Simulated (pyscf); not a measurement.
A first-order saddle from PySCF, ωB97X-D3(BJ)/def2-SVP:

```xyz
9

C      1.1849     0.0902     1.2733
Ga     0.6751     0.8610    -0.4194
O      0.6518     1.5611    -1.9675
O     -1.3724     0.9519    -0.8435
H      2.2771     0.0963     1.3975
H      0.7261     0.6575     2.0966
H      0.8234    -0.9478     1.3199
H     -0.7604     1.3657    -1.6583
H     -1.9334     1.6497    -0.4811
```

Surface: singlet, charge 0. Lowest wavenumbers (cm⁻¹): 587i, 66, 154, 156, 337.

Task: Name the species on either side of this saddle.

Result: `[CH3][Ga]([OH])[OH]` ⇌ `[CH3][Ga]=[O]` + `[OH2]`, an elimination read from left to right: Ga–O, H–O broken and H–O formed. At CCSD(T)/def2-TZVPP + ΔMP2(QZVPP) it lies +200.5 kJ/mol from the left side and -46.4 kJ/mol from the right (each side as separated species at their lowest minima found). On the product side the descent ends in an adduct with a Ga–O contact, 63.1 kJ/mol under the separated species and 4.7 kJ/mol under the saddle at ωB97X-D3(BJ)/def2-TZVP. At CCSD(T) the saddle lies under the separated products, which points to a path from their complex (located at ωB97X-D3(BJ) alone), and parting the products costs more than the saddle. What is counted as broken (Ga–O) persists as a longer contact in the product adduct; parting that adduct is a step of its own. One saddle was located; it need not be the lowest between these sides. The CCSD(T) − MP2 part came from Ansatz, without density fitting, on the same reference. The frozen core leaves the outer d or s,p core shells of the metals and heavy elements correlated in the MP2 and CC values, and def2-TZVPP describes them poorly, which can shift differences by a few kcal/mol. Elements up to Kr have no core potential and no relativistic terms here.
